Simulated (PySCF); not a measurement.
SH at UHF

Level: UHF. basis H aug-cc-pVDZ, S aug-cc-pV(D+d)Z; no relativity; PySCF 2.14.

For SH, the state is ²Π (doublet), unpaired electrons π ↑, the bond length is 1.338 Å and the harmonic wavenumber is 2844 cm⁻¹. The force constant is 4.66 mdyn/Å. The rotational constant Be is 9.638 cm⁻¹ and the anharmonicity ωexe is 41.7 cm⁻¹. The vibration–rotation constant αe is 0.241 cm⁻¹ and the well depth De to H + S is 60.3 kcal/mol. The dissociation energy D0 is 56.3 kcal/mol and the bond order (Mayer) is 0.98. The dipole moment (positive dipole means H(−)S(+)) is -0.87 D.

Hartree–Fock leaves out correlation, which carries a large part of most bond energies and some tenths to 1 eV of ionisation energies. The state is the lowest determinant that a PBE0 search found; another state may lie lower at other levels.
